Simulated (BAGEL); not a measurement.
# B3LYP/6-31G(d) (density fitting with qzvpp-jkfit, spherical functions) run of [BH2F2]− (SMILES F[BH2-]F)

What is the energy change on altering one bond length of [BH2F2]− at B3LYP/6-31G* (density fitting with qzvpp-jkfit, spherical functions)? 

The calculation is run with BAGEL 1.2.2.

### Step 1. The molecule

[BH2F2]−: 5 atoms, total charge -1, spin state singlet. SMILES: `F[BH2-]F`. The coordinates come from a GFN2-xTB relaxation.

Bond lengths: F1–B2 1.425 Å, B2–F3 1.425 Å, B2–H4 1.225 Å, B2–H5 1.225 Å. Angles: F1–B2–F3 107.4°, F1–B2–H4 109.0°, F1–B2–H5 109.1°, F3–B2–H4 109.0°, F3–B2–H5 109.1°, H4–B2–H5 113.0°.

### Step 2. A single-point energy at B3LYP/6-31G(d) (density fitting with qzvpp-jkfit, spherical functions)

Input file input.json:

```json
{ "bagel": [

{
  "title": "molecule",
  "basis": "6-31gs.json",
  "df_basis": "qzvpp-jkfit",
  "angstrom": true,
  "geometry": [
    { "atom": "F", "xyz": [      -1.176970,       0.624500,       0.383180 ] },
    { "atom": "B", "xyz": [       0.033530,       0.014270,      -0.056090 ] },
    { "atom": "F", "xyz": [       0.407580,      -0.947330,       0.926670 ] },
    { "atom": "H", "xyz": [      -0.171950,      -0.560090,      -1.118950 ] },
    { "atom": "H", "xyz": [       0.907810,       0.868650,      -0.134810 ] }
  ]
},

{
  "title": "ks",
  "xc_func": "b3lyp",
  "charge": -1
},

{
  "title": "print",
  "file": "orbitals.molden",
  "orbitals": true
}

]}
```

The basis set 6-31G* is read from a file made from the Basis Set Exchange's data (not shown).

Run with:

```bash
$ BAGEL_NUM_THREADS=1 BAGEL input.json > input.out
```

The program printed:

```text
* using 1 threads per process

  ===============================================================
  ===============================================================

  *** Geometry ***

  { "atom" : "F", "xyz" : [     -2.224151,      1.180134,      0.724105 ] },
  { "atom" : "B", "xyz" : [      0.063363,      0.026966,     -0.105995 ] },
  { "atom" : "F", "xyz" : [      0.770215,     -1.790194,      1.751153 ] },
  { "atom" : "H", "xyz" : [     -0.324938,     -1.058417,     -2.114509 ] },
  { "atom" : "H", "xyz" : [      1.715512,      1.641511,     -0.254754 ] },

  Number of auxiliary basis functions:      265

  Since a DF basis is specified, we compute 2- and 3-index integrals:
    o Being stored without compression. Storage requirement is 0.004 GB

  Number of basis functions:       46
  Number of electrons      :       25

    * METHOD: MOLECULE                             0.08

  *** Kohn-Sham DFT ***

    * Removing 7419 points whose weight is below 1.00e-10
    * Grid points: 67111

  === Nuclear Repulsion ===
    65.4733470900

       - DIIS with orbital gradients will be used.

  === KS iteration (b3lyp / 6-31gs.json) ===
      0       -206.95955076          0.17554147           0.18
      1       -192.07818437          0.24639711           0.11
      2       -208.74368771          0.18871735           0.10
      3       -225.51830903          0.03867659           0.10
      4       -225.78739431          0.02053545           0.09
      5       -225.83624288          0.00866880           0.10
      6       -225.84138503          0.00688523           0.10
      7       -225.84816845          0.00056871           0.10
      8       -225.84820756          0.00017364           0.13
      9       -225.84821239          0.00002621           0.10
     10       -225.84821242          0.00002248           0.11
     11       -225.84821249          0.00000083           0.12
     12       -225.84821249          0.00000035           0.13
     13       -225.84821249          0.00000007           0.11
     14       -225.84821249          0.00000001           0.11
    * SCF iteration converged.

    * Permanent dipole moment:
           (    0.279454,     0.116667,    -0.478516) a.u.

    * METHOD: KS                                   1.97

    * METHOD: PRINT                                0.01

  ===============================================================
```

Run time: 2.8 s. Hardware: 1 thread of Intel Xeon Platinum 8375C at 2.90GHz (Ice Lake), shared host; peak memory 0.17 GiB.

### Step 3. The distorted shape at the same level

Input file input.json:

```json
{ "bagel": [

{
  "title": "molecule",
  "basis": "6-31gs.json",
  "df_basis": "qzvpp-jkfit",
  "angstrom": true,
  "geometry": [
    { "atom": "F", "xyz": [      -0.930401,       1.313713,       1.658578 ] },
    { "atom": "B", "xyz": [       0.280099,       0.703483,       1.219308 ] },
    { "atom": "F", "xyz": [       0.654149,      -0.258117,       2.202068 ] },
    { "atom": "H", "xyz": [      -0.171950,      -0.560090,      -1.118950 ] },
    { "atom": "H", "xyz": [       1.154379,       1.557863,       1.140588 ] }
  ]
},

{ "title": "ks", "xc_func": "b3lyp", "charge": -1 },

{ "title": "print", "file": "orbitals.molden", "orbitals": true }

]}
```

The basis set 6-31G* is read from a file made from the Basis Set Exchange's data (not shown).

Run with:

```bash
$ BAGEL_NUM_THREADS=1 BAGEL input.json > input.out
```

The program printed:

```text
* using 1 threads per process

  ===============================================================
  ===============================================================

  *** Geometry ***

  { "atom" : "F", "xyz" : [     -1.758203,      2.482558,      3.134258 ] },
  { "atom" : "B", "xyz" : [      0.529310,      1.329390,      2.304158 ] },
  { "atom" : "F", "xyz" : [      1.236162,     -0.487770,      4.161305 ] },
  { "atom" : "H", "xyz" : [     -0.324938,     -1.058417,     -2.114509 ] },
  { "atom" : "H", "xyz" : [      2.181460,      2.943934,      2.155399 ] },

  Number of auxiliary basis functions:      265

  Since a DF basis is specified, we compute 2- and 3-index integrals:
    o Being stored without compression. Storage requirement is 0.004 GB

  Number of basis functions:       46
  Number of electrons      :       25

    * METHOD: MOLECULE                             0.09

  *** Kohn-Sham DFT ***

    * Removing 6306 points whose weight is below 1.00e-10
    * Grid points: 68224

  === Nuclear Repulsion ===
    62.5587460324

       - DIIS with orbital gradients will be used.

  === KS iteration (b3lyp / 6-31gs.json) ===
      0       -206.86781900          0.17406718           0.15
      1       -189.14336774          0.21242438           0.10
      2       -209.29120428          0.18503324           0.10
      3       -223.97963761          0.07460246           0.10
      4       -225.31439469          0.05213195           0.09
      5       -225.11338797          0.04329195           0.10
      6       -225.65067387          0.02419313           0.10
      7       -225.68273067          0.01408855           0.09
      8       -225.74334495          0.00281361           0.12
      9       -225.74508453          0.00043688           0.11
     10       -225.74514015          0.00010434           0.11
     11       -225.74514153          0.00007170           0.11
     12       -225.74514225          0.00001179           0.13
     13       -225.74514230          0.00000203           0.11
     14       -225.74514230          0.00000228           0.11
     15       -225.74514230          0.00000027           0.11
     16       -225.74514230          0.00000005           0.11
     17       -225.74514230          0.00000003           0.11
     18       -225.74514230          0.00000001           0.11
     19       -225.74514230          0.00000000           0.12
    * SCF iteration converged.

    * Permanent dipole moment:
           (   -0.097208,    -0.929117,    -2.406012) a.u.

    * METHOD: KS                                   2.43

    * METHOD: PRINT                                0.00

  ===============================================================
```

It took 3.3 s on 1 thread of Intel Xeon Platinum 8375C at 2.90GHz (Ice Lake), shared host; peak memory 0.17 GiB.

### Step 4. What came out

At B3LYP/6-31G* (density fitting with qzvpp-jkfit, spherical functions):

| quantity | value |
| --- | --- |
| first shape: total energy | -225.84821 Eh |
| first shape: HOMO energy | -0.33 eV |
| first shape: LUMO energy | 10.91 eV |
| first shape: HOMO–LUMO gap (to an unbound level, set by the basis) | 11.24 eV |
| distorted shape: total energy | -225.74514 Eh |
| distorted shape: HOMO energy | 0.87 eV |
| distorted shape: LUMO energy | 4.99 eV |
| distorted shape: HOMO–LUMO gap (to an unbound level, set by the basis) | 4.12 eV |
| energy change with the B2–H4 bond stretched from 1.225 to 2.696 Å | 2.805 eV |

In words: With the B2–H4 bond stretched from 1.225 to 2.696 Å the energy rises by 2.80 eV (271 kJ/mol). The first shape isn't relaxed at this level, so the change isn't measured from a minimum. The HOMO (distorted shape) lies at positive energy, 0.87 eV; only total energies tell whether the electron is bound.
